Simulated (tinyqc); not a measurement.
Worked calculation (part 1 of 2): RKS/exchange-only LDA in the sto-3g basis, for HF, spin multiplicity 1. Computed by tinyqc, a small Python program that keeps every step (integrals from PySCF). Settings: charge = 0, multiplicity = 1, basis = sto-3g, energy threshold = 1e-10, iteration cap = 56, orthogonalisation = symmetric, start = core, DIIS depth = 6, method = RKS, functional = Slater exchange alone, grid = [40, 26]. Command: `OMP_NUM_THREADS=1 python tinyqc.py 20444 20445 out.jsonl` (the two numbers bound the seeds that draw the settings). One thread of a shared host (Intel(R) Xeon(R) Processor @ 2.60GHz), about 0.5 s of CPU time with the checks. Later iterations appear only in the table of the cycle.

## One-electron integrals

Geometry (angstrom):
```
atom        x        y        z
F     0.00000  0.00000  0.00000
H     0.00000  0.00000  1.39600
```

Basis sto-3g: exponents (1/bohr^2) and contraction coefficients of normalised primitives:
```
element  l (shell)   exponent  coefficient
F            s (1)  166.67913      0.15433
F            s (1)   30.36081      0.53533
F            s (1)    8.21682      0.44463
F            s (2)    6.46480     -0.09997
F            s (2)    1.50228      0.39951
F            s (2)    0.48859      0.70012
F            p (3)    6.46480      0.15592
F            p (3)    1.50228      0.60768
F            p (3)    0.48859      0.39196
H            s (1)    3.42525      0.15433
H            s (1)    0.62391      0.53533
H            s (1)    0.16886      0.44463
```

Overlap, kinetic and nuclear-attraction integrals over the contracted functions; the nuclear repulsion is the sum of Za Zb / Rab.

nuclear repulsion = 3.4116009 hartree

overlap S, order 1F 1s, 1F 2s, 1F 2px, 1F 2py, 1F 2pz, 2H 1s:
$$\begin{pmatrix}
1.00000 & 0.23799 & 0.00000 & 0.00000 & 0.00000 & 0.01607 \\
0.23799 & 1.00000 & 0.00000 & 0.00000 & 0.00000 & 0.19884 \\
0.00000 & 0.00000 & 1.00000 & 0.00000 & 0.00000 & 0.00000 \\
0.00000 & 0.00000 & 0.00000 & 1.00000 & 0.00000 & 0.00000 \\
0.00000 & 0.00000 & 0.00000 & 0.00000 & 1.00000 & 0.18148 \\
0.01607 & 0.19884 & 0.00000 & 0.00000 & 0.18148 & 1.00000
\end{pmatrix}$$

kinetic energy T (hartree), order 1F 1s, 1F 2s, 1F 2px, 1F 2py, 1F 2pz, 2H 1s:
$$\begin{pmatrix}
36.98458 & -0.21286 & 0.00000 & 0.00000 & 0.00000 & -0.00516 \\
-0.21286 & 1.03800 & 0.00000 & 0.00000 & 0.00000 & -0.00691 \\
0.00000 & 0.00000 & 3.24801 & 0.00000 & 0.00000 & 0.00000 \\
0.00000 & 0.00000 & 0.00000 & 3.24801 & 0.00000 & 0.00000 \\
0.00000 & 0.00000 & 0.00000 & 0.00000 & 3.24801 & 0.03829 \\
-0.00516 & -0.00691 & 0.00000 & 0.00000 & 0.03829 & 0.76003
\end{pmatrix}$$

nuclear attraction V (hartree), order 1F 1s, 1F 2s, 1F 2px, 1F 2py, 1F 2pz, 2H 1s:
$$\begin{pmatrix}
-77.38865 & -9.26702 & 0.00000 & 0.00000 & -0.00650 & -0.64059 \\
-9.26702 & -11.92022 & 0.00000 & 0.00000 & -0.08119 & -1.62825 \\
0.00000 & 0.00000 & -11.81527 & 0.00000 & 0.00000 & 0.00000 \\
0.00000 & 0.00000 & 0.00000 & -11.81527 & 0.00000 & 0.00000 \\
-0.00650 & -0.08119 & 0.00000 & 0.00000 & -11.85283 & -1.25127 \\
-0.64059 & -1.62825 & 0.00000 & 0.00000 & -1.25127 & -4.61677
\end{pmatrix}$$

core Hamiltonian H = T + V (hartree), order 1F 1s, 1F 2s, 1F 2px, 1F 2py, 1F 2pz, 2H 1s:
$$\begin{pmatrix}
-40.40407 & -9.47988 & 0.00000 & 0.00000 & -0.00650 & -0.64575 \\
-9.47988 & -10.88223 & 0.00000 & 0.00000 & -0.08119 & -1.63516 \\
0.00000 & 0.00000 & -8.56726 & 0.00000 & 0.00000 & 0.00000 \\
0.00000 & 0.00000 & 0.00000 & -8.56726 & 0.00000 & 0.00000 \\
-0.00650 & -0.08119 & 0.00000 & 0.00000 & -8.60482 & -1.21298 \\
-0.64575 & -1.63516 & 0.00000 & 0.00000 & -1.21298 & -3.85674
\end{pmatrix}$$

## Two-electron integrals

Functions are numbered as in S; the eight-fold symmetry (ij|kl) = (ji|kl) = (kl|ij) leaves the list below.

Two-electron integrals (ij|kl) in chemists' order, unique and non-zero (hartree):
```
(11|11) 5.40350   (21|11) 0.84192   (21|21) 0.15630   (22|11) 1.26803
(22|21) 0.29234   (22|22) 0.92617   (31|31) 0.02800   (32|31) 0.04317
(32|32) 0.20459   (33|11) 1.26450   (33|21) 0.29240   (33|22) 0.92596
(33|33) 0.99751   (41|41) 0.02800   (42|41) 0.04317   (42|42) 0.20459
(43|43) 0.05377   (44|11) 1.26450   (44|21) 0.29240   (44|22) 0.92596
(44|33) 0.88997   (44|44) 0.99751   (51|51) 0.02800   (52|51) 0.04317
(52|52) 0.20459   (53|53) 0.05377   (54|54) 0.05377   (55|11) 1.26450
(55|21) 0.29240   (55|22) 0.92596   (55|33) 0.88997   (55|44) 0.88997
(55|55) 0.99751   (61|11) 0.05751   (61|21) 0.01059   (61|22) 0.01972
(61|33) 0.01970   (61|44) 0.01970   (61|51) 0.00040   (61|52) 0.00076
(61|55) 0.01978   (61|61) 0.00072   (62|11) 0.16681   (62|21) 0.03907
(62|22) 0.14084   (62|33) 0.13875   (62|44) 0.13875   (62|51) 0.00260
(62|52) 0.02167   (62|55) 0.14488   (62|61) 0.00269   (62|62) 0.02799
(63|31) 0.00383   (63|32) 0.02371   (63|53) 0.00439   (63|63) 0.00391
(64|41) 0.00383   (64|42) 0.02371   (64|54) 0.00439   (64|64) 0.00391
(65|11) 0.12266   (65|21) 0.02907   (65|22) 0.11241   (65|33) 0.10790
(65|44) 0.10790   (65|51) 0.00547   (65|52) 0.03961   (65|55) 0.12129
(65|61) 0.00207   (65|62) 0.02757   (65|65) 0.03094   (66|11) 0.37661
(66|21) 0.08958   (66|22) 0.37344   (66|33) 0.36339   (66|44) 0.36339
(66|51) 0.00619   (66|52) 0.07432   (66|55) 0.39332   (66|61) 0.00617
(66|62) 0.10249   (66|65) 0.11875   (66|66) 0.77461
```

## Orthogonalisation

S = U s U^T; symmetric (Loewdin) form X = U s^(-1/2) U^T, so that X^T S X = 1.

eigenvalues of S: [0.67236, 0.86309, 1.00000, 1.00000, 1.12106, 1.34349]

X, order 1F 1s, 1F 2s, 1F 2px, 1F 2py, 1F 2pz, 2H 1s:
$$\begin{pmatrix}
1.02244 & -0.12541 & 0.00000 & 0.00000 & -0.00178 & 0.01083 \\
-0.12541 & 1.03868 & 0.00000 & 0.00000 & 0.01468 & -0.10658 \\
0.00000 & 0.00000 & 1.00000 & 0.00000 & 0.00000 & 0.00000 \\
0.00000 & 0.00000 & 0.00000 & 1.00000 & 0.00000 & 0.00000 \\
-0.00178 & 0.01468 & 0.00000 & 0.00000 & 1.01305 & -0.09514 \\
0.01083 & -0.10658 & 0.00000 & 0.00000 & -0.09514 & 1.02898
\end{pmatrix}$$

## Starting guess

The start is the orbitals of the core Hamiltonian; D = 2 C_occ C_occ^T.

D at the start, order 1F 1s, 1F 2s, 1F 2px, 1F 2py, 1F 2pz, 2H 1s:
$$\begin{pmatrix}
2.12174 & -0.51363 & 0.00000 & 0.00000 & -0.00874 & 0.03245 \\
-0.51363 & 2.16670 & 0.00000 & 0.00000 & 0.04713 & -0.13389 \\
0.00000 & 0.00000 & 2.00000 & 0.00000 & 0.00000 & 0.00000 \\
0.00000 & 0.00000 & 0.00000 & 2.00000 & 0.00000 & 0.00000 \\
-0.00874 & 0.04713 & 0.00000 & 0.00000 & 2.04598 & -0.16002 \\
0.03245 & -0.13389 & 0.00000 & 0.00000 & -0.16002 & 0.02035
\end{pmatrix}$$

## Iteration 1: exchange-correlation on the grid

Becke grid with 40 radial and 26 angular points per atom, points of zero weight dropped. rho = sum D_ij phi_i phi_j; V_xc,ij = sum w v_xc phi_i phi_j; v_xc is d(rho eps)/d rho.

The 16 grid points with the largest w rho, of 2073 (bohr, atomic units):
```
x                y         z        w      rho    eps_xc      v_xc
0.00000    0.00000  -0.97240  0.08417  0.63124  -0.63355  -0.84474
0.00000   -0.97240   0.00000  0.08416  0.63058  -0.63333  -0.84444
0.00000    0.97240   0.00000  0.08416  0.63058  -0.63333  -0.84444
-0.97240   0.00000   0.00000  0.08416  0.63058  -0.63333  -0.84444
0.97240    0.00000   0.00000  0.08416  0.63058  -0.63333  -0.84444
0.00000    0.00000  -0.83148  0.05513  0.92427  -0.71942  -0.95923
0.00000   -0.83148   0.00000  0.05513  0.92405  -0.71937  -0.95916
0.00000    0.83148   0.00000  0.05513  0.92405  -0.71937  -0.95916
-0.83148   0.00000   0.00000  0.05513  0.92405  -0.71937  -0.95916
0.83148    0.00000   0.00000  0.05513  0.92405  -0.71937  -0.95916
0.00000    0.00000   0.83148  0.05382  0.93764  -0.72288  -0.96383
0.00000    0.00000   0.97240  0.07860  0.63306  -0.63416  -0.84555
0.00000    0.00000  -1.12939  0.12626  0.38418  -0.53690  -0.71587
0.00000   -1.12939   0.00000  0.12623  0.38345  -0.53656  -0.71542
0.00000    1.12939   0.00000  0.12623  0.38345  -0.53656  -0.71542
-1.12939   0.00000   0.00000  0.12623  0.38345  -0.53656  -0.71542
```

electrons on the grid, sum of w rho = 9.99143

E_xc = sum of w rho eps_xc = -10.0322337 hartree

V_xc (hartree), order 1F 1s, 1F 2s, 1F 2px, 1F 2py, 1F 2pz, 2H 1s:
$$\begin{pmatrix}
-3.19871 & -0.46326 & 0.00000 & 0.00000 & -0.00042 & -0.03184 \\
-0.46326 & -0.86998 & 0.00000 & 0.00000 & -0.00045 & -0.10742 \\
0.00000 & 0.00000 & -0.86348 & 0.00000 & 0.00000 & 0.00000 \\
0.00000 & 0.00000 & 0.00000 & -0.86348 & 0.00000 & 0.00000 \\
-0.00042 & -0.00045 & 0.00000 & 0.00000 & -0.86719 & -0.07329 \\
-0.03184 & -0.10742 & 0.00000 & 0.00000 & -0.07329 & -0.11626
\end{pmatrix}$$

## Iteration 1: building the Kohn-Sham matrix

J_ij = sum D_kl (ij|kl); F = H + J + V_xc; E = tr D H + tr D J / 2 + E_xc + E_nn.

Coulomb J (hartree), order 1F 1s, 1F 2s, 1F 2px, 1F 2py, 1F 2pz, 2H 1s:
$$\begin{pmatrix}
20.91999 & 4.00980 & 0.00000 & 0.00000 & 0.00129 & 0.27197 \\
4.00980 & 9.93035 & 0.00000 & 0.00000 & 0.00161 & 1.45833 \\
0.00000 & 0.00000 & 9.92166 & 0.00000 & 0.00000 & 0.00000 \\
0.00000 & 0.00000 & 0.00000 & 9.92166 & 0.00000 & 0.00000 \\
0.00129 & 0.00161 & 0.00000 & 0.00000 & 9.92129 & 1.14260 \\
0.27197 & 1.45833 & 0.00000 & 0.00000 & 1.14260 & 3.73207
\end{pmatrix}$$

Kohn-Sham matrix F (hartree), order 1F 1s, 1F 2s, 1F 2px, 1F 2py, 1F 2pz, 2H 1s:
$$\begin{pmatrix}
-22.68279 & -5.93334 & 0.00000 & 0.00000 & -0.00563 & -0.40563 \\
-5.93334 & -1.82185 & 0.00000 & 0.00000 & -0.08003 & -0.28425 \\
0.00000 & 0.00000 & 0.49092 & 0.00000 & 0.00000 & 0.00000 \\
0.00000 & 0.00000 & 0.00000 & 0.49092 & 0.00000 & 0.00000 \\
-0.00563 & -0.08003 & 0.00000 & 0.00000 & 0.44929 & -0.14367 \\
-0.40563 & -0.28425 & 0.00000 & 0.00000 & -0.14367 & -0.24094
\end{pmatrix}$$

total energy of this density = -96.8103970 hartree

## Iteration 1: diagonalisation and new density

Diagonalise F' = X^T F X, C = X C', fill 5 alpha and 5 beta electrons from the bottom; D = 2 C_occ C_occ^T. Each column has its largest component positive (the first on a tie).

F' = X^T F X (hartree):
$$\begin{pmatrix}
-22.22732 & -3.21042 & 0.00000 & 0.00000 & -0.00763 & -0.01338 \\
-3.21042 & -0.72901 & 0.00000 & 0.00000 & -0.05090 & -0.13765 \\
0.00000 & 0.00000 & 0.49092 & 0.00000 & 0.00000 & 0.00000 \\
0.00000 & 0.00000 & 0.00000 & 0.49092 & 0.00000 & 0.00000 \\
-0.00763 & -0.05090 & 0.00000 & 0.00000 & 0.48475 & -0.16689 \\
-0.01338 & -0.13765 & 0.00000 & 0.00000 & -0.16689 & -0.18087
\end{pmatrix}$$

orbital energies (hartree): MO1 -22.69656, MO2 -0.38363, MO3 -0.09689, MO4 0.49092, MO5 0.49092, MO6 0.52463

coefficients C, order 1F 1s, 1F 2s, 1F 2px, 1F 2py, 1F 2pz, 2H 1s:
$$\begin{pmatrix}
0.99356 & -0.19965 & 0.18491 & 0.00000 & 0.00000 & 0.00163 \\
0.02597 & 0.72387 & -0.76242 & 0.00000 & 0.00000 & 0.01490 \\
0.00000 & 0.00000 & 0.00000 & 0.17887 & 0.98387 & 0.00000 \\
0.00000 & 0.00000 & 0.00000 & 0.98387 & -0.17887 & 0.00000 \\
0.00089 & 0.11774 & 0.07839 & 0.00000 & 0.00000 & 1.00774 \\
-0.00324 & 0.55719 & 0.81524 & 0.00000 & 0.00000 & -0.32288
\end{pmatrix}$$

D after iteration 1, order 1F 1s, 1F 2s, 1F 2px, 1F 2py, 1F 2pz, 2H 1s:
$$\begin{pmatrix}
2.12244 & -0.51939 & 0.00000 & 0.00000 & -0.01626 & 0.07257 \\
-0.51939 & 2.21188 & 0.00000 & 0.00000 & 0.05096 & -0.43662 \\
0.00000 & 0.00000 & 2.00000 & 0.00000 & 0.00000 & 0.00000 \\
0.00000 & 0.00000 & 0.00000 & 2.00000 & 0.00000 & 0.00000 \\
-0.01626 & 0.05096 & 0.00000 & 0.00000 & 0.04002 & 0.25902 \\
0.07257 & -0.43662 & 0.00000 & 0.00000 & 0.25902 & 1.95017
\end{pmatrix}$$

Within a degenerate level the vectors are fixed only up to a rotation; this is one choice.

## Iteration 2: exchange-correlation on the grid

As before.

The 16 grid points with the largest w rho, of 2073 (bohr, atomic units):
```
x                y        z        w      rho    eps_xc      v_xc
0.00000   -0.97240  0.00000  0.08416  0.63113  -0.63352  -0.84469
0.00000    0.97240  0.00000  0.08416  0.63113  -0.63352  -0.84469
0.97240    0.00000  0.00000  0.08416  0.63113  -0.63352  -0.84469
-0.97240   0.00000  0.00000  0.08416  0.63113  -0.63352  -0.84469
0.00000    0.83148  0.00000  0.05513  0.92533  -0.71970  -0.95960
0.00000   -0.83148  0.00000  0.05513  0.92533  -0.71970  -0.95960
-0.83148   0.00000  0.00000  0.05513  0.92533  -0.71970  -0.95960
0.83148    0.00000  0.00000  0.05513  0.92533  -0.71970  -0.95960
0.00000   -1.12939  0.00000  0.12623  0.38358  -0.53662  -0.71550
0.00000    1.12939  0.00000  0.12623  0.38358  -0.53662  -0.71550
-1.12939   0.00000  0.00000  0.12623  0.38358  -0.53662  -0.71550
1.12939    0.00000  0.00000  0.12623  0.38358  -0.53662  -0.71550
0.00000   -0.70553  0.00000  0.03539  1.24043  -0.79355  -1.05807
0.00000    0.70553  0.00000  0.03539  1.24043  -0.79355  -1.05807
-0.70553   0.00000  0.00000  0.03539  1.24043  -0.79355  -1.05807
0.70553    0.00000  0.00000  0.03539  1.24043  -0.79355  -1.05807
```

electrons on the grid, sum of w rho = 9.98698

E_xc = sum of w rho eps_xc = -9.1408588 hartree

V_xc (hartree), order 1F 1s, 1F 2s, 1F 2px, 1F 2py, 1F 2pz, 2H 1s:
$$\begin{pmatrix}
-3.17732 & -0.44742 & 0.00000 & 0.00000 & -0.00096 & -0.03074 \\
-0.44742 & -0.79465 & 0.00000 & 0.00000 & -0.01200 & -0.11156 \\
0.00000 & 0.00000 & -0.82111 & 0.00000 & 0.00000 & 0.00000 \\
0.00000 & 0.00000 & 0.00000 & -0.82111 & 0.00000 & 0.00000 \\
-0.00096 & -0.01200 & 0.00000 & 0.00000 & -0.72545 & -0.08875 \\
-0.03074 & -0.11156 & 0.00000 & 0.00000 & -0.08875 & -0.45307
\end{pmatrix}$$

## Iteration 2: building the Kohn-Sham matrix

As before.

Coulomb J (hartree), order 1F 1s, 1F 2s, 1F 2px, 1F 2py, 1F 2pz, 2H 1s:
$$\begin{pmatrix}
19.16808 & 3.60970 & 0.00000 & 0.00000 & 0.01619 & 0.24518 \\
3.60970 & 8.84348 & 0.00000 & 0.00000 & 0.16610 & 1.37801 \\
0.00000 & 0.00000 & 8.88505 & 0.00000 & 0.00000 & 0.00000 \\
0.00000 & 0.00000 & 0.00000 & 8.88505 & 0.00000 & 0.00000 \\
0.01619 & 0.16610 & 0.00000 & 0.00000 & 8.73423 & 1.14291 \\
0.24518 & 1.37801 & 0.00000 & 0.00000 & 1.14291 & 4.49249
\end{pmatrix}$$

Kohn-Sham matrix F (hartree), order 1F 1s, 1F 2s, 1F 2px, 1F 2py, 1F 2pz, 2H 1s:
$$\begin{pmatrix}
-24.41331 & -6.31760 & 0.00000 & 0.00000 & 0.00874 & -0.43132 \\
-6.31760 & -2.83340 & 0.00000 & 0.00000 & 0.07291 & -0.36871 \\
0.00000 & 0.00000 & -0.50331 & 0.00000 & 0.00000 & 0.00000 \\
0.00000 & 0.00000 & 0.00000 & -0.50331 & 0.00000 & 0.00000 \\
0.00874 & 0.07291 & 0.00000 & 0.00000 & -0.59604 & -0.15882 \\
-0.43132 & -0.36871 & 0.00000 & 0.00000 & -0.15882 & 0.18268
\end{pmatrix}$$

total energy of this density = -96.8513563 hartree

## Iteration 2: DIIS over 2 matrices

error matrix X^T (FDS - SDF) X:
$$\begin{pmatrix}
0.00000 & 0.00074 & 0.00000 & 0.00000 & 0.00559 & -0.00317 \\
-0.00074 & 0.00000 & 0.00000 & 0.00000 & -0.28720 & 0.08083 \\
0.00000 & 0.00000 & 0.00000 & 0.00000 & 0.00000 & 0.00000 \\
0.00000 & 0.00000 & 0.00000 & 0.00000 & 0.00000 & 0.00000 \\
-0.00559 & 0.28720 & 0.00000 & 0.00000 & 0.00000 & -0.61909 \\
0.00317 & -0.08083 & 0.00000 & 0.00000 & 0.61909 & 0.00000
\end{pmatrix}$$

B (overlaps of the stored error matrices):
$$\begin{pmatrix}
3.9617431e-01 & -3.9956343e-01 \\
-3.9956343e-01 & 9.4466824e-01
\end{pmatrix}$$

Minimise |sum c_i e_i|^2 with sum c_i = 1: solve [B -1; -1 0][c; lambda] = [0; -1] with B_ij = tr e_i^T e_j, and take F = sum c_i F_i.

DIIS coefficients: [0.62815, 0.37185]

extrapolated F (hartree), order 1F 1s, 1F 2s, 1F 2px, 1F 2py, 1F 2pz, 2H 1s:
$$\begin{pmatrix}
-23.32628 & -6.07622 & 0.00000 & 0.00000 & -0.00029 & -0.41518 \\
-6.07622 & -2.19799 & 0.00000 & 0.00000 & -0.02316 & -0.31566 \\
0.00000 & 0.00000 & 0.12122 & 0.00000 & 0.00000 & 0.00000 \\
0.00000 & 0.00000 & 0.00000 & 0.12122 & 0.00000 & 0.00000 \\
-0.00029 & -0.02316 & 0.00000 & 0.00000 & 0.06059 & -0.14930 \\
-0.41518 & -0.31566 & 0.00000 & 0.00000 & -0.14930 & -0.08342
\end{pmatrix}$$

## Iteration 2: diagonalisation and new density

As before.

F' = X^T F X (hartree):
$$\begin{pmatrix}
-22.86938 & -3.23292 & 0.00000 & 0.00000 & -0.00862 & -0.01385 \\
-3.23292 & -1.09757 & 0.00000 & 0.00000 & 0.00238 & -0.15386 \\
0.00000 & 0.00000 & 0.12122 & 0.00000 & 0.00000 & 0.00000 \\
0.00000 & 0.00000 & 0.00000 & 0.12122 & 0.00000 & 0.00000 \\
-0.00862 & 0.00238 & 0.00000 & 0.00000 & 0.09003 & -0.15714 \\
-0.01385 & -0.15386 & 0.00000 & 0.00000 & -0.15714 & -0.01270
\end{pmatrix}$$

orbital energies (hartree): MO1 -23.33936, MO2 -0.66382, MO3 -0.10083, MO4 0.12122, MO5 0.12122, MO6 0.21438

coefficients C, order 1F 1s, 1F 2s, 1F 2px, 1F 2py, 1F 2pz, 2H 1s:
$$\begin{pmatrix}
0.99378 & -0.26125 & 0.06274 & 0.00000 & 0.00000 & -0.03805 \\
0.02515 & 0.99125 & -0.29122 & 0.00000 & 0.00000 & 0.19529 \\
0.00000 & 0.00000 & 0.00000 & 0.12202 & 0.99253 & 0.00000 \\
0.00000 & 0.00000 & 0.00000 & 0.99253 & -0.12202 & 0.00000 \\
0.00057 & 0.03690 & 0.55712 & 0.00000 & 0.00000 & 0.85076 \\
-0.00306 & 0.13343 & 0.73779 & 0.00000 & 0.00000 & -0.71916
\end{pmatrix}$$

D after iteration 2, order 1F 1s, 1F 2s, 1F 2px, 1F 2py, 1F 2pz, 2H 1s:
$$\begin{pmatrix}
2.11955 & -0.50448 & 0.00000 & 0.00000 & 0.05177 & 0.01678 \\
-0.50448 & 2.13605 & 0.00000 & 0.00000 & -0.25132 & -0.16535 \\
0.00000 & 0.00000 & 2.00000 & 0.00000 & 0.00000 & 0.00000 \\
0.00000 & 0.00000 & 0.00000 & 2.00000 & 0.00000 & 0.00000 \\
0.05177 & -0.25132 & 0.00000 & 0.00000 & 0.62350 & 0.83192 \\
0.01678 & -0.16535 & 0.00000 & 0.00000 & 0.83192 & 1.12429
\end{pmatrix}$$

Within a degenerate level the vectors are fixed only up to a rotation; this is one choice.

## Iteration 10 (converged): orbitals

converged F (hartree), order 1F 1s, 1F 2s, 1F 2px, 1F 2py, 1F 2pz, 2H 1s:
$$\begin{pmatrix}
-23.58642 & -6.13316 & 0.00000 & 0.00000 & -0.00823 & -0.41916 \\
-6.13316 & -2.33434 & 0.00000 & 0.00000 & -0.04248 & -0.33273 \\
0.00000 & 0.00000 & -0.01138 & 0.00000 & 0.00000 & 0.00000 \\
0.00000 & 0.00000 & 0.00000 & -0.01138 & 0.00000 & 0.00000 \\
-0.00823 & -0.04248 & 0.00000 & 0.00000 & -0.08327 & -0.16273 \\
-0.41916 & -0.33273 & 0.00000 & 0.00000 & -0.16273 & -0.13169
\end{pmatrix}$$

As before.

F' = X^T F X (hartree):
$$\begin{pmatrix}
-23.12889 & -3.24313 & 0.00000 & 0.00000 & -0.01419 & -0.01423 \\
-3.24313 & -1.23136 & 0.00000 & 0.00000 & -0.01836 & -0.15074 \\
0.00000 & 0.00000 & -0.01138 & 0.00000 & 0.00000 & 0.00000 \\
0.00000 & 0.00000 & 0.00000 & -0.01138 & 0.00000 & 0.00000 \\
-0.01419 & -0.01836 & 0.00000 & 0.00000 & -0.05598 & -0.15086 \\
-0.01423 & -0.15074 & 0.00000 & 0.00000 & -0.15086 & -0.06066
\end{pmatrix}$$

orbital energies (hartree): MO1 -23.59919, MO2 -0.79371, MO3 -0.18682, MO4 -0.01138, MO5 -0.01138, MO6 0.10282

coefficients C, order 1F 1s, 1F 2s, 1F 2px, 1F 2py, 1F 2pz, 2H 1s:
$$\begin{pmatrix}
0.99387 & -0.26249 & 0.05530 & 0.00000 & 0.00000 & 0.03852 \\
0.02479 & 0.99928 & -0.25611 & 0.00000 & 0.00000 & -0.20347 \\
0.00000 & 0.00000 & 0.00000 & -0.22869 & 0.97350 & 0.00000 \\
0.00000 & 0.00000 & 0.00000 & 0.97350 & 0.22869 & 0.00000 \\
0.00093 & 0.05946 & 0.67625 & 0.00000 & 0.00000 & -0.75808 \\
-0.00308 & 0.10456 & 0.62449 & 0.00000 & 0.00000 & 0.82366
\end{pmatrix}$$

D after iteration 10, order 1F 1s, 1F 2s, 1F 2px, 1F 2py, 1F 2pz, 2H 1s:
$$\begin{pmatrix}
2.11948 & -0.50367 & 0.00000 & 0.00000 & 0.04543 & 0.00806 \\
-0.50367 & 2.12953 & 0.00000 & 0.00000 & -0.22751 & -0.11107 \\
0.00000 & 0.00000 & 2.00000 & 0.00000 & 0.00000 & 0.00000 \\
0.00000 & 0.00000 & 0.00000 & 2.00000 & 0.00000 & 0.00000 \\
0.04543 & -0.22751 & 0.00000 & 0.00000 & 0.92171 & 0.85705 \\
0.00806 & -0.11107 & 0.00000 & 0.00000 & 0.85705 & 0.80186
\end{pmatrix}$$

Within a degenerate level the vectors are fixed only up to a rotation; this is one choice.

## Convergence

Stop when the energy changes by less than 1e-10 hartree and every element of the error matrix X^T (F D S - S D F) X is below 3e-06.

Course of the cycle:
```
iteration  E (hartree)     change  largest element of the error matrix
1          -96.8103970          -                             3.50e-01
2          -96.8513563  -4.10e-02                             6.19e-01
3          -97.4127813  -5.61e-01                             3.36e-01
4          -97.2764731   1.36e-01                             5.74e-01
5          -97.4523953  -1.76e-01                             1.61e-01
6          -97.4643823  -1.20e-02                             2.40e-02
7          -97.4646404  -2.58e-04                             1.05e-03
8          -97.4646409  -4.96e-07                             4.25e-05
9          -97.4646409  -8.10e-10                             8.29e-07
10         -97.4646409  -2.84e-13                             1.68e-07
```

PySCF RKS in the same basis, fine grid = -97.4731333 hartree

Converged in 10 iterations. The coarse grid moves the energy by +8.49e-03 hartree.
